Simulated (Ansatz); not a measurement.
in.yaml

```yaml
crystal:
  periodic: [false, false, false]
  atoms:
    - {symbol: Al, position_ang: [0.000000, 0.000000, 0.549968]}
    - {symbol: N, position_ang: [0.000000, 0.000000, -2.680032]}
    - {symbol: H, position_ang: [0.000000, 0.000000, 2.130063]}
basis:
  gaussian: {orbitals: 6-31G}
magnetization: {spin_polarized: true, initial_magnetization: 1}
correlation: {method: ccsd, electrons: all}
accuracy: high
scf: {lower_state_search: light}
```

```sh
$ ansatz run in.yaml --threads 1 --pin off --events-out ev --progress --plain --max-ram 2393MiB
```

The program prints:

```
509 factors; integrals over basis functions are off by at most 3.5e-9 eV
mean field evaluation 1: about -8061.1137 eV, gradient 3.0e1 eV
mean field evaluation 2: about -8061.1242 eV, gradient 3.0e1 eV
mean field evaluation 4: about -8065.2495 eV, gradient 2.5e1 eV
mean field evaluation 8: about -8072.0055 eV, gradient 1.3e0 eV
mean field evaluation 16: about -8075.4595 eV, gradient 1.0e0 eV
mean field evaluation 32: about -8069.3136 eV, gradient 1.7e1 eV
mean field evaluation 64: about -8072.3940 eV, gradient 1.5e0 eV
mean field evaluation 96: about -8074.4262 eV, gradient 5.3e-6 eV
mean field evaluation 128: about -8074.4784 eV, gradient 1.5e-2 eV
mean field evaluation 160: about -8074.4262 eV, gradient 4.7e-7 eV
...
cycle  22  -1.86311567 eV  change    1.1e-8 eV  update   1.6e-8
cycle  23  -1.86311567 eV  change    5.4e-9 eV  update   1.1e-8
cycle  24  -1.86311567 eV  change    1.2e-9 eV  update   7.7e-9
cycle  25  -1.86311566 eV  change    1.2e-9 eV  update   4.8e-9
cycle  26  -1.86311566 eV  change    1.7e-9 eV  update   2.9e-9
cycle  27  -1.86311566 eV  change    1.8e-9 eV  update   2.0e-9
cycle  28  -1.86311566 eV  change    1.1e-9 eV  update   1.5e-9
cycle  29  -1.86311566 eV  change   5.7e-10 eV  update   1.1e-9
cycle  30  -1.86311566 eV  change   5.1e-10 eV  update  8.4e-10
cycle  31  -1.86311566 eV  change   7.4e-10 eV  update  6.5e-10
Total energy: -8077.37646287 eV, -296.8381099681 hartree
```

Ran on 1 thread of Arm Neoverse V1, shared host: 52 s wall, 0.15 GiB peak host memory.
